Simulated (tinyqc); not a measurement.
UHF in the sto-3g basis, for OH+, spin multiplicity 3, step by step (part 2 of 2). Computed by tinyqc, a small Python program that keeps every step (integrals from PySCF). Command: `OMP_NUM_THREADS=1 python tinyqc.py 31673 31674 out.jsonl` (the two numbers bound the seeds that draw the settings). One thread of a shared host (Intel(R) Xeon(R) Processor @ 2.60GHz), about 0.1 s of CPU time with the checks.

Geometry (angstrom):
```
atom         x         y         z
O     0.000000  0.000000  0.000000
H     0.000000  0.000000  1.606000
```

## Iteration 3: DIIS over 3 matrices

error matrix X^T (FDS - SDF) X (alpha):
```
           1          2         3         4          5          6
1   0.000000  -0.008597  0.000000  0.000000  -0.009591   0.048289
2   0.008597   0.000000  0.000000  0.000000   0.019021  -0.045647
3   0.000000   0.000000  0.000000  0.000000   0.000000   0.000000
4   0.000000   0.000000  0.000000  0.000000   0.000000   0.000000
5   0.009591  -0.019021  0.000000  0.000000   0.000000   0.054828
6  -0.048289   0.045647  0.000000  0.000000  -0.054828   0.000000
```

B (overlaps of the stored error matrices), lower triangle:
```
               1              2              3
1  9.9669679e-02
2  7.9477756e-02  6.3785755e-02
3  5.8228493e-02  4.6884359e-02  3.4594170e-02
```

Minimise |sum c_i e_i|^2 with sum c_i = 1: solve [B -1; -1 0][c; lambda] = [0; -1] with B_ij = tr e_i^T e_j summed over both spins, and take F = sum c_i F_i.

DIIS coefficients: 0.609884  -3.850225  4.240340

extrapolated F(alpha) (hartree), lower triangle:
```
             1O 1s      1O 2s     1O 2px     1O 2py     1O 2pz      2H 1s
1O 1s   -21.033202
1O 2s    -5.365495  -3.096622
1O 2px    0.000000   0.000000  -1.091779
1O 2py    0.000000   0.000000   0.000000  -1.091779
1O 2pz   -0.009362  -0.048040   0.000000   0.000000  -0.938271
2H 1s    -0.283274  -0.409706   0.000000   0.000000  -0.357969  -0.454972
```

extrapolated F(beta) (hartree), lower triangle:
```
             1O 1s      1O 2s     1O 2px     1O 2py     1O 2pz      2H 1s
1O 1s   -20.979937
1O 2s    -5.284610  -2.708021
1O 2px    0.000000   0.000000  -0.156370
1O 2py    0.000000   0.000000   0.000000  -0.156370
1O 2pz   -0.009100  -0.021207   0.000000   0.000000  -0.732024
2H 1s    -0.278011  -0.391180   0.000000   0.000000  -0.378175  -0.563187
```

## Iteration 3: diagonalisation and new density

X, lower triangle:
```
            1O 1s      1O 2s    1O 2px    1O 2py     1O 2pz     2H 1s
1O 1s    1.022110
1O 2s   -0.124092   1.033003
1O 2px   0.000000   0.000000  1.000000
1O 2py   0.000000   0.000000  0.000000  1.000000
1O 2pz  -0.001384   0.010983  0.000000  0.000000   1.010876
2H 1s    0.009268  -0.086880  0.000000  0.000000  -0.086420  1.021567
```

D(alpha) after iteration 2, lower triangle:
```
            1O 1s      1O 2s    1O 2px    1O 2py    1O 2pz     2H 1s
1O 1s    1.057281
1O 2s   -0.242318   1.027004
1O 2px   0.000000   0.000000  1.000000
1O 2py   0.000000   0.000000  0.000000  1.000000
1O 2pz   0.011834  -0.051962  0.000000  0.000000  0.888495
2H 1s   -0.022167   0.065887  0.000000  0.000000  0.178586  0.061293
```

D(beta) after iteration 2, lower triangle:
```
            1O 1s      1O 2s    1O 2px    1O 2py    1O 2pz     2H 1s
1O 1s    1.056919
1O 2s   -0.240685   1.019789
1O 2px   0.000000   0.000000  0.000000
1O 2py   0.000000   0.000000  0.000000  0.000000
1O 2pz   0.015968  -0.070346  0.000000  0.000000  0.839802
2H 1s   -0.025529   0.077790  0.000000  0.000000  0.211463  0.102000
```

overlap S, lower triangle:
```
           1O 1s     1O 2s    1O 2px    1O 2py    1O 2pz     2H 1s
1O 1s   1.000000
1O 2s   0.236704  1.000000
1O 2px  0.000000  0.000000  1.000000
1O 2py  0.000000  0.000000  0.000000  1.000000
1O 2pz  0.000000  0.000000  0.000000  0.000000  1.000000
2H 1s   0.012192  0.163915  0.000000  0.000000  0.166819  1.000000
```

Diagonalise F' = X^T F X, C = X C', fill 5 alpha and 3 beta electrons from the bottom; D(s) = C_occ C_occ^T; the new density keeps 0.7 of the old one (damping). Each column has its largest component positive (the first on a tie).

F' = X^T F X (alpha) (hartree), lower triangle:
```
            1          2          3          4          5          6
1  -20.664626
2   -2.665556  -2.189194
3    0.000000   0.000000  -1.091779
4    0.000000   0.000000   0.000000  -1.091779
5   -0.011948  -0.020917   0.000000   0.000000  -0.900227
6    0.003147  -0.167619   0.000000   0.000000  -0.251043  -0.368494
```

orbital energies (alpha) (hartree): MO1 -21.041544, MO2 -1.833744, MO3 -1.091779, MO4 -1.091779, MO5 -0.992624, MO6 -0.254628

coefficients C (alpha):
```
              MO1        MO2        MO3       MO4        MO5        MO6
1O 1s    0.994676  -0.262729   0.000000  0.000000   0.025583   0.033677
1O 2s    0.021681   1.021021   0.000000  0.000000  -0.116671  -0.183295
1O 2px   0.000000   0.000000   0.994779  0.102057   0.000000   0.000000
1O 2py   0.000000   0.000000  -0.102057  0.994779   0.000000   0.000000
1O 2pz   0.000834   0.053955   0.000000  0.000000   0.910941  -0.443551
2H 1s   -0.002037   0.033132   0.000000  0.000000   0.285255   0.988043
```

F' = X^T F X (beta) (hartree), lower triangle:
```
            1          2          3          4          5          6
1  -20.623457
2   -2.635568  -1.797793
3    0.000000   0.000000  -0.156370
4    0.000000   0.000000   0.000000  -0.156370
5   -0.015385   0.012923   0.000000   0.000000  -0.686141
6    0.003010  -0.175280   0.000000   0.000000  -0.282922  -0.476298
```

orbital energies (beta) (hartree): MO1 -20.985502, MO2 -1.468049, MO3 -0.870366, MO4 -0.259772, MO5 -0.156370, MO6 -0.156370

coefficients C (beta):
```
              MO1        MO2        MO3        MO4       MO5        MO6
1O 1s    0.995721  -0.255707   0.040088   0.041727  0.000000   0.000000
1O 2s    0.017560   1.005216  -0.185791  -0.211841  0.000000   0.000000
1O 2px   0.000000   0.000000   0.000000   0.000000  0.730542  -0.682867
1O 2py   0.000000   0.000000   0.000000   0.000000  0.682867   0.730542
1O 2pz   0.000720   0.043947   0.794077  -0.630057  0.000000   0.000000
2H 1s   -0.001651   0.100209   0.486861   0.900901  0.000000   0.000000
```

D(alpha) after iteration 3, lower triangle:
```
            1O 1s      1O 2s    1O 2px    1O 2py    1O 2pz     2H 1s
1O 1s    1.057815
1O 2s   -0.244524   1.035872
1O 2px   0.000000   0.000000  1.000000
1O 2py   0.000000   0.000000  0.000000  1.000000
1O 2pz   0.011272  -0.051725  0.000000  0.000000  0.871764
2H 1s   -0.016547   0.046271  0.000000  0.000000  0.203501  0.067647
```

D(beta) after iteration 3, lower triangle:
```
            1O 1s      1O 2s    1O 2px    1O 2py    1O 2pz     2H 1s
1O 1s    1.057380
1O 2s   -0.242580   1.027438
1O 2px   0.000000   0.000000  0.000000
1O 2py   0.000000   0.000000  0.000000  0.000000
1O 2pz   0.017571  -0.080246  0.000000  0.000000  0.777608
2H 1s   -0.020195   0.057528  0.000000  0.000000  0.265326  0.145524
```

Within a degenerate level the vectors are fixed only up to a rotation; this is one choice.

## Iteration 62 (converged): orbitals

converged F(alpha) (hartree), lower triangle:
```
             1O 1s      1O 2s     1O 2px     1O 2py     1O 2pz      2H 1s
1O 1s   -21.121350
1O 2s    -5.390484  -3.174767
1O 2px    0.000000   0.000000  -1.151064
1O 2py    0.000000   0.000000   0.000000  -1.151064
1O 2pz   -0.008041  -0.048693   0.000000   0.000000  -1.104531
2H 1s    -0.283835  -0.401849   0.000000   0.000000  -0.300538  -0.293326
```

converged F(beta) (hartree), lower triangle:
```
             1O 1s      1O 2s     1O 2px     1O 2py     1O 2pz      2H 1s
1O 1s   -21.058471
1O 2s    -5.294338  -2.721106
1O 2px    0.000000   0.000000  -0.198189
1O 2py    0.000000   0.000000   0.000000  -0.198189
1O 2pz   -0.008136  -0.006033   0.000000   0.000000  -0.579603
2H 1s    -0.278364  -0.391874   0.000000   0.000000  -0.385348  -0.697998
```

Diagonalise F' = X^T F X, C = X C', fill 5 alpha and 3 beta electrons from the bottom; D(s) = C_occ C_occ^T. Each column has its largest component positive (the first on a tie).

F' = X^T F X (alpha) (hartree), lower triangle:
```
            1          2          3          4          5          6
1  -20.751600
2   -2.671016  -2.267882
3    0.000000   0.000000  -1.151064
4    0.000000   0.000000   0.000000  -1.151064
5   -0.009772  -0.029042   0.000000   0.000000  -1.078992
6    0.003389  -0.165631   0.000000   0.000000  -0.190762  -0.213157
```

orbital energies (alpha) (hartree): MO1 -21.129867, MO2 -1.908209, MO3 -1.151064, MO4 -1.151064, MO5 -1.114544, MO6 -0.159011

coefficients C (alpha):
```
              MO1        MO2        MO3       MO4        MO5        MO6
1O 1s    0.994619  -0.263614   0.000000  0.000000   0.019690   0.032372
1O 2s    0.021905   1.024723   0.000000  0.000000  -0.084661  -0.180158
1O 2px   0.000000   0.000000   0.842796  0.538233   0.000000   0.000000
1O 2py   0.000000   0.000000  -0.538233  0.842796   0.000000   0.000000
1O 2pz   0.000789   0.059153   0.000000  0.000000   0.971346  -0.287140
2H 1s   -0.002089   0.013329   0.000000  0.000000   0.119449   1.021886
```

F' = X^T F X (beta) (hartree), lower triangle:
```
            1          2          3          4          5          6
1  -20.703249
2   -2.634260  -1.810999
3    0.000000   0.000000  -0.198189
4    0.000000   0.000000   0.000000  -0.198189
5   -0.016424   0.029889   0.000000   0.000000  -0.529806
6    0.001558  -0.164578   0.000000   0.000000  -0.293135  -0.614329
```

orbital energies (beta) (hartree): MO1 -21.063712, MO2 -1.481927, MO3 -0.851478, MO4 -0.261266, MO5 -0.198189, MO6 -0.198189

coefficients C (beta):
```
              MO1        MO2        MO3        MO4       MO5        MO6
1O 1s    0.995858  -0.254927   0.046676  -0.035991  0.000000   0.000000
1O 2s    0.017015   1.003694  -0.222648   0.181379  0.000000   0.000000
1O 2px   0.000000   0.000000   0.000000   0.000000  0.277782   0.960644
1O 2py   0.000000   0.000000   0.000000   0.000000  0.960644  -0.277782
1O 2pz   0.000645   0.021225   0.616603   0.805488  0.000000   0.000000
2H 1s   -0.001602   0.109819   0.692966  -0.752619  0.000000   0.000000
```

D(alpha) after iteration 62, lower triangle:
```
            1O 1s      1O 2s    1O 2px    1O 2py    1O 2pz     2H 1s
1O 1s    1.059147
1O 2s   -0.250012   1.057705
1O 2px   0.000000   0.000000  1.000000
1O 2py   0.000000   0.000000  0.000000  1.000000
1O 2pz   0.004317  -0.021603  0.000000  0.000000  0.947013
2H 1s   -0.003240   0.003500  0.000000  0.000000  0.116813  0.014450
```

D(beta) after iteration 62, lower triangle:
```
            1O 1s      1O 2s    1O 2px    1O 2py    1O 2pz     2H 1s
1O 1s    1.058900
1O 2s   -0.249316   1.057264
1O 2px   0.000000   0.000000  0.000000
1O 2py   0.000000   0.000000  0.000000  0.000000
1O 2pz   0.024012  -0.115972  0.000000  0.000000  0.380650
2H 1s    0.002753  -0.044090  0.000000  0.000000  0.429615  0.492265
```

Within a degenerate level the vectors are fixed only up to a rotation; this is one choice.

## Convergence

Stop when the energy changes by less than 1e-10 hartree and every element of the error matrix X^T (F D S - S D F) X (for each spin) is below 3e-06.

Course of the cycle:
```
iteration   E (hartree)     change  largest element of the error matrix
1          -73.86034351          -                             1.17e-01
2          -73.88196587  -2.16e-02                             1.02e-01
3          -73.90006772  -1.81e-02                             7.90e-02
4          -73.91546379  -1.54e-02                             6.18e-02
5          -73.92717506  -1.17e-02                             4.82e-02
6          -73.93297100  -5.80e-03                             3.49e-02
7          -73.94127967  -8.31e-03                             2.65e-02
8          -73.94338284  -2.10e-03                             1.51e-02
9          -73.95110828  -7.73e-03                             1.03e-02
10         -73.95747258  -6.36e-03                             7.08e-03
11         -73.96238397  -4.91e-03                             4.91e-03
12         -73.96602384  -3.64e-03                             3.43e-03
13         -73.96866280  -2.64e-03                             2.39e-03
14         -73.97056082  -1.90e-03                             1.66e-03
...                 ...        ...                                  ...
49         -73.97515076  -7.63e-09                             6.23e-09
50         -73.97515076  -5.34e-09                             4.36e-09
51         -73.97515076  -3.74e-09                             3.05e-09
52         -73.97515077  -2.62e-09                             2.14e-09
53         -73.97515077  -1.83e-09                             1.50e-09
54         -73.97515077  -1.28e-09                             1.05e-09
55         -73.97515077  -8.98e-10                             7.33e-10
56         -73.97515077  -6.29e-10                             5.13e-10
57         -73.97515077  -4.40e-10                             3.59e-10
58         -73.97515077  -3.08e-10                             2.51e-10
59         -73.97515077  -2.16e-10                             1.76e-10
60         -73.97515077  -1.51e-10                             1.23e-10
61         -73.97515077  -1.06e-10                             8.63e-11
62         -73.97515077  -7.39e-11                             6.04e-11
```

PySCF UHF in the same basis, after a stability check = -73.97515077 hartree

Converged in 62 iterations.

## Populations, bond orders and dipole

Mulliken: Z minus the diagonal of D S on the atom; Loewdin: the same with S^(1/2) D S^(1/2); Mayer order: 2 sum_s sum (D(s) S)_ij (D(s) S)_ji over the two atoms.

Charges (e):
```
atom  Mulliken   Loewdin  Mulliken spin
1O    0.591210  0.606005       2.522269
2H    0.408790  0.393995      -0.522269
```

Mayer bond orders:
```
pair     order
2-1   0.560127
```

dipole moment about the origin, x y z (debye): 0.000000  0.000000  3.433412

<S^2> of the determinant (pure state: 2) = 2.350246
